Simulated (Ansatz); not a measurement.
Input file:

```yaml
crystal:
  periodic: [false, false, false]
  atoms:
    - {symbol: Al, position_ang: [0.000000, 0.000000, 1.754767]}
    - {symbol: C, position_ang: [0.000000, 0.000000, -0.092933]}
    - {symbol: P, position_ang: [0.000000, 0.000000, -1.661833]}
basis:
  gaussian: {orbitals: cc-pVDZ}
total_charge: 1
magnetization: {spin_polarized: false, initial_magnetization: 3}
correlation: {method: fic_mrcisd_q, electrons: outside_noble_gas, active_space: {window: {electrons: 9, orbitals: 11}, shells: [{species: Al, l: s, shell: 3}, {species: Al, l: p, shell: 3}, {species: C, l: s, shell: 2}, {species: C, l: p, shell: 2}, {species: P, l: p, shell: 3}]}}
```

```sh
$ ansatz run in.yaml --threads 1 --pin off --events-out ev --progress --plain --max-ram 2393MiB
```

Log:

```
922 factors; integrals over basis functions are off by at most 1.9e-7 eV
mean field evaluation 1: about -16870.2501 eV, gradient 2.8e1 eV
mean field evaluation 2: about -16870.2568 eV, gradient 2.8e1 eV
mean field evaluation 4: about -16873.5588 eV, gradient 3.5e0 eV
mean field evaluation 8: about -16873.7088 eV, gradient 2.3e-1 eV
mean field evaluation 16: about -16873.7923 eV, gradient 5.9e-1 eV
mean field evaluation 32: about -16873.7132 eV, gradient 3.3e-3 eV
mean field evaluation 64: about -16871.9596 eV, gradient 5.0e-4 eV
mean field evaluation 96: about -16871.9596 eV, gradient 7.3e-4 eV
mean field evaluation 128: about -16871.9592 eV, gradient 2.1e-1 eV
mean field evaluation 160: about -16873.7132 eV, gradient 5.6e-4 eV
mean field -16874.24263381 eV, -620.1169790199 hartree, gradient 1.7e-6 eV, S^2 3.750000; 14 other end points of the search recorded, 0 dependent functions left out
reference -16874.24263381 eV, -620.1169790199 hartree; 18, 15 occupied and 32, 35 virtual orbitals, 922 factors
state -16877.24265905 eV, -620.2272279141 hartree
contracted CI cycle   1: correlation 0.00000000 eV, 0.0000000000 hartree, residual 1.52e1 eV
contracted CI cycle   2: correlation -3.76636556 eV, -0.1384113815 hartree, residual 3.20e0 eV
contracted CI cycle   3: correlation -3.94601139 eV, -0.1450132439 hartree, residual 8.61e-1 eV
contracted CI cycle   4: correlation -3.95967124 eV, -0.1455152340 hartree, residual 2.94e-1 eV
contracted CI cycle   5: correlation -3.96113201 eV, -0.1455689162 hartree, residual 9.77e-2 eV
contracted CI cycle   6: correlation -3.96128306 eV, -0.1455744673 hartree, residual 2.99e-2 eV
contracted CI cycle   7: correlation -3.96129742 eV, -0.1455749952 hartree, residual 8.74e-3 eV
contracted CI cycle   8: correlation -3.96129870 eV, -0.1455750423 hartree, residual 2.65e-3 eV
contracted CI cycle   9: correlation -3.96129882 eV, -0.1455750466 hartree, residual 8.86e-4 eV
state -16877.24265905 eV, -620.2272279141 hartree; corrected -16881.52522091 eV, -620.3846091598 hartree
Total energy: -16881.52522091 eV, -620.3846091598 hartree
Checks for a lower state left out: starts, orbital_swaps
```

Ran on 1 thread of Arm Neoverse V2, shared host: 23 s wall, 0.94 GiB peak host memory.
